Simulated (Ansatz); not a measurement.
**CH₄MgS (SMILES [MgH][CH2]S): single points off equilibrium**

An exercise on one series of results from a longer session: the logs are not shown, and one member is left open.

Program: Ansatz 0.2.0, Gaussian basis. Level of theory: single points in def2-TZVPP. These are calculated values, not measurements.

Correlated methods freeze the cores. The outer core shell of Li, Na, Mg and K is correlated.

### The starting structure

SMILES `[MgH][CH2]S`, 7 atoms, charge 0, spin multiplicity 1.

Atoms are counted from 1 here; the program's logs count them from 0.

Bond lengths: Mg1–C2 2.134 Å, Mg1–H4 1.712 Å, C2–S3 1.731 Å, C2–H5 1.079 Å, C2–H6 1.086 Å, S3–H7 1.490 Å. Angles: C2–Mg1–H4 129.4°, Mg1–C2–S3 102.6°, Mg1–C2–H5 108.5°, Mg1–C2–H6 119.9°, S3–C2–H5 111.2°, S3–C2–H6 106.2°, H5–C2–H6 108.2°, C2–S3–H7 97.7°.

Coordinates:

```
atom     x (Å)     y (Å)     z (Å)
 Mg1  -1.59740  -0.06790  -0.38430
  C2   0.09340  -0.04850   0.91730
  S3   1.40000  -0.42910  -0.15280
  H4  -1.65310  -0.04420  -2.09540
  H5  -0.03830  -0.81790   1.66180
  H6   0.37570   0.86950   1.42530
  H7   1.02530   0.49500  -1.26030
```

The first run:

run/in.yaml reads:

```yaml
crystal:
  periodic: [false, false, false]
  atoms:
    - {symbol: Mg, position_ang: [-1.597400, -0.067900, -0.384300]}
    - {symbol: C, position_ang: [0.093400, -0.048500, 0.917300]}
    - {symbol: S, position_ang: [1.400000, -0.429100, -0.152800]}
    - {symbol: H, position_ang: [-1.653100, -0.044200, -2.095400]}
    - {symbol: H, position_ang: [-0.038300, -0.817900, 1.661800]}
    - {symbol: H, position_ang: [0.375700, 0.869500, 1.425300]}
    - {symbol: H, position_ang: [1.025300, 0.495000, -1.260300]}
basis:
  gaussian: {orbitals: def2-TZVPP}
correlation: {method: ccsd_t}
output: {forces: true}
```

No record of the launch command was kept for these runs.

Steps of the session up to this table: CCSD(T)/def2-TZVPP; PBE0-D4/def2-TZVPP; wB97M-V/def2-TZVPP; r2SCAN-D4/def2-TZVPP; PBE-D4/def2-TZVPP; BLYP-D4/def2-TZVPP; BHLYP-D4/def2-TZVPP.

One of the session's tables, all rows but one given; the rest of the session is left out.

```
   method  RMS force component (eV/Å)  angle to CCSD(T) forces (°)  dipole (D)
  CCSD(T)                       1.094                    reference        4.33
  PBE0-D4                       1.005                          6.5        4.19
  wB97M-V                       1.066                          3.5        4.36
r2SCAN-D4                       1.000                          4.6        4.10
   PBE-D4                       0.929                          7.3        3.73
  BLYP-D4                       0.967                          6.8        3.67
 BHLYP-D4                           ?                            ?           ?
```

**Question.** Estimate the row for BHLYP-D4.

The run gave: RMS force component (eV/Å): 1.110; angle to CCSD(T) forces (°): 8.3; dipole (D): 4.46. In the column «RMS force component (eV/Å)» it is the highest.
